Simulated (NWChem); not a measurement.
**ethane (C2H6) in NWChem**

```xyz
8

C      0.0446    -0.7626     0.0000
C     -0.0446     0.7626     0.0000
H      0.5801    -1.1369     0.8880
H      0.5801    -1.1369    -0.8880
H     -0.9553    -1.2267     0.0000
H     -0.5801     1.1369     0.8880
H     -0.5801     1.1369    -0.8880
H      0.9553     1.2267     0.0000
```
Charge 0, spin multiplicity 1.

All runs are NWChem calculations. All single points use one geometry, from B3LYP/def2-SVP, a minimum by its harmonic frequencies.

Symmetry labels belong to the abelian group C2h used in the runs, with the axes of the coordinates shown; states degenerate in a higher group split over its labels.

**Question.** List the lowest 4 singlet excitations that CIS/def2-SVPD gives, with oscillator strengths.

**Answer.** 
```tsv
state	symmetry	energy (eV)	wavelength (nm)	f
1	bg	10.40	119	0.000
2	ag	10.40	119	0.000
3	au	11.32	109	0.276
4	bu	11.32	109	0.276
```
